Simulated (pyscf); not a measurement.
Elimination: `[CH3][CH2][O][Sb]([OH])[OH]` → `[OH][Sb]([OH])[OH]` + `[CH2]=[CH2]`

Gas phase, singlet surface, charge 0. Bonds broken: O2–C3, C4–H9. Bonds formed: O2–H9. Single points on ωB97X-D3(BJ)/def2-SVP structures (PySCF, gas phase).

Transition state (Å):

```xyz
13

Sb     0.8020     1.2950     1.6311
O     -0.5346     1.4795     0.2155
C     -1.4950    -0.0052    -0.6008
C     -2.7447     0.5076    -0.1922
O      0.3595    -0.6472     1.7976
O      2.3826     1.0823     0.4692
H     -0.9932    -0.7920    -0.0297
H     -1.1144     0.1792    -1.6094
H     -1.8113     1.3985     0.3013
H     -3.3774     1.0073    -0.9330
H     -3.2570     0.0143     0.6408
H      0.8994    -1.1016     2.4560
H      2.1556     0.6248    -0.3521
```

One imaginary mode, 2021i cm⁻¹; descent along it reached the two sides named, in the forms told below.

| bond | change | reactant side (Å) | saddle | product side |
|---|---|---|---|---|
| O2–C3 | breaks | 1.416 | 1.948 | 3.4 |
| C4–H9 | breaks | 1.101 | 1.381 | 2.463 |
| O2–H9 | forms | 2.7 | 1.282 | 0.970 |

Electronic energies relative to the reactant's lowest minimum found (kJ/mol):

```csv
level,barrier,reaction energy,reverse barrier
ωB97X-D3(BJ)/def2-TZVP,290.6,+83.4,207.3
PBE/def2-TZVP,239.8,+67.9,171.9
r²SCAN/def2-TZVP,257.6,+75.4,182.2
B3LYP-D3(BJ)/def2-TZVP,264.9,+68.4,196.5
PBE0-D3(BJ)/def2-TZVP,273.1,+85.7,187.4
M06-2X/def2-TZVP,287.8,+75.4,212.4
ωB97M-D3(BJ)/def2-TZVP,276.5,+68.8,207.7
HF/def2-TZVP,345.0,+46.6,298.4
```

With ωB97M-D3(BJ)/def2-TZVP energies and thermal terms (ideal gas, 1 atm, RRHO with modes under 100 cm⁻¹ raised to 100, one conformer, R ln 2 for chiral ones without a mode under 150 cm⁻¹), in kJ/mol:

```tsv
T (K)	ΔH‡	ΔG‡	ΔH	ΔG
298	254.5	252.6	+55.4	+4.7
600	256.4	250.0	+55.6	-46.9
900	257.3	246.5	+53.3	-97.8
1200	257.2	242.9	+49.6	-147.6
```

On the product side the descent ends in a complex (not fully relaxed), 19.9 kJ/mol under the separated species and 227.2 kJ/mol under the saddle at ωB97X-D3(BJ)/def2-TZVP. This is the saddle that the search found; another between the same sides may lie lower. Elements past Kr carry the def2 core potentials, without spin-orbit coupling.
